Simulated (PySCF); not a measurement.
Computed and reference excited states of `C=CC=C`

Published values to compare with (the computed states carry no symmetry labels, so the two lists aren't matched line by line):

| state | E (eV) | f | kind of transition | source |
| --- | --- | --- | --- | --- |
| 3Bu(π→π*) | 3.22 |  | band maximum or as reported | [1] |
| 3Bu(π→π*) | 3.32 |  | vertical absorption | [2] |
| 3Bu(π→π*) | 3.36 |  | vertical absorption | [3] |
| 3Ag(π→π*) | 4.91 |  | band maximum or as reported | [1] |
| 3Ag(π→π*) | 5.17 |  | vertical absorption | [2] |
| 3Ag(π→π*) | 5.20 |  | vertical absorption | [3] |
| 1Bu(π→π*) | 5.92 |  | band maximum or as reported | [1] |
| 1Bg(π→3s) | 6.21 |  | band maximum or as reported | [1] |
| 1Bu(π→π*) | 6.22 | 0.664 | vertical absorption | [3] |
| 3Bg(π→3s) | 6.29 |  | vertical absorption | [3] |
| 1Bg(π→3s) | 6.33 |  | vertical absorption | [3] |
| 1Ag(π→π*) | 6.50 |  | vertical absorption | [3] |
| 1Ag(partial double) | 6.51 |  | vertical absorption | [4] |
| 1Bu(π→π*) | 6.58 |  | vertical absorption | [2] |
| 1Au(π→3p, first) | 6.64 |  | band maximum or as reported | [1] |
| 1Au(π→3p) | 6.64 | 0.001 | vertical absorption | [3] |
| 1Ag(π→π*) | 6.78 |  | vertical absorption | [2] |
| 1Au(π→3p, second) | 6.80 |  | band maximum or as reported | [1] |
| 1Au(π→3p) | 6.80 | 0.049 | vertical absorption | [3] |
| 1Bu(π→3p) | 7.07 |  | band maximum or as reported | [1] |
| 1Bu(π→3p) | 7.68 | 0.055 | vertical absorption | [3] |

[1] measured, gas; Loos, Lipparini, Boggio-Pasqua, Scemama, Jacquemin (2019), arXiv:1912.04173, literature columns
[2] computed, CC3/TZVP, gas; arXiv:2401.06101 (2024), CC3 reference column of Thiel's set
[3] computed, theoretical best estimate (aug-cc-pVTZ, frozen core, CC3 geometry), gas; Veril, Scemama, Caffarel, Lipparini, Boggio-Pasqua, Jacquemin, Loos, WIREs Comput. Mol. Sci. 2021, 11, e1517 (QUESTDB)
[4] computed, theoretical best estimate (aug-cc-pVTZ), gas; Kossoski, Boggio-Pasqua, Loos, Jacquemin, double excitations: improvement and extension (2024), arXiv:2403.19597

Compound: C₄H₆.
InChI=1S/C4H6/c1-3-4-2/h3-4H,1-2H2

Method: TDDFT CAM-B3LYP/aug-cc-pVTZ, vertical, gas phase, core orbitals frozen in the response in PySCF 2.14.0, density-fitted response routines. The structure is a single PBE0-D3(BJ)/def2-TZVP conformer in the gas phase; no vibrational or solvent corrections. Torsions of this conformer, `[CH2:1]=[CH:2][CH:3]=[CH2:4]`: C1–C2–C3–C4 180°.

Computed singlets: 5.81 eV (f 0.672); 6.07 eV (f 0.000); 6.34 eV (f 0.001); 6.50 eV (f 0.045); 6.97 eV (f 0.000); 7.22 eV (f 0.000); 7.28 eV (f 0.000); 7.37 eV (f 0.000); 7.44 eV (f 0.043); 7.84 eV (f 0.000). Computed triplets (Tamm–Dancoff): 3.24, 5.10, 6.04, 6.31 eV.

Question: How does the lowest computed singlet compare with the best estimate listed for the lowest singlet (vertical absorption)?

Answer: 5.81 eV against 6.22 eV for 1Bu(π→π*) [3]: a difference of -0.41 eV. Geometry and basis of the two calculations needn't be the same.

Question: How does the lowest computed triplet compare with the best estimate listed for the lowest triplet (vertical absorption)?

Answer: 3.24 eV against 3.36 eV for 3Bu(π→π*) [3]: a difference of -0.12 eV. Geometry and basis of the two calculations needn't be the same.

Note on [4]: supersedes the 2021 QUESTDB value where one exists.

A measured band maximum holds vibronic effects and, in solution, solvent shifts, so it needn't equal the vertical energy.

States of double-excitation character are out of reach of adiabatic linear-response TDDFT and have no counterpart, or a poor one, in the computed list.
